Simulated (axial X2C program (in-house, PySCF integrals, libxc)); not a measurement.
# NSiO⁺: bond lengths and stretches, held linear

An exercise on one series of results from a longer session: the logs are not shown, and one member is left open.

Computed with an in-house X2C program for linear molecules on PySCF integrals. Level: all-electron X2C, two-component (2c) or spin-free, N dyall-av3z, Si dyall-v3z, O dyall-av3z.

All values are calculated.

2 further runs of the same task are left out: 2 set aside as unsound or not needed.

The first run:

Contents of task.json:

```json
{"zs": [7, 14, 8], "q": 1, "bas": ["dyall-av3z", "dyall-v3z", "dyall-av3z"], "r0": [1.67, 1.64], "symm": 0, "scan": ["PBE0", "HF", "BHandHLYP"], "levels": ["PBE0", "HF", "B3LYP"], "nst": 2}
```

Keys: zs atomic numbers; q charge; bas basis sets; r0 starting distance in Å; symm equal bonds; scan levels of the two-bond scan; levels methods; nst determinants followed.

On the command line:

```bash
$ python solin.py task.json out
```

Masses N 14.003, Si 27.977, O 15.995 u.

Among the steps run: Scan at PBE0, 2c; Scan at BHandHLYP, 2c; Scan at PBE0, spin-free.

One of the session's tables, all rows but one given; the rest of the session is left out.

```
               level  lower stretch (cm⁻¹)  upper stretch (cm⁻¹)
            PBE0, 2c                     ?                     ?
       BHandHLYP, 2c                 656.4                1380.2
     PBE0, spin-free                 646.2                1312.8
BHandHLYP, spin-free                 656.5                1380.3
```

Estimate the missing values for PBE0, 2c.

**Answer.** lower stretch (cm⁻¹): 646.1; upper stretch (cm⁻¹): 1312.7. In the column «lower stretch (cm⁻¹)» it is the lowest.

Scans not shown above were run alike.

The molecule was held linear; bending was not examined, so a bent shape may lie lower. Open-shell Ω = 0 determinants with evenly filled partner blocks cannot be reached by this program, so the Ω shown need not be the lowest component. Note: several unpaired electrons, one determinant need not be a pure state.
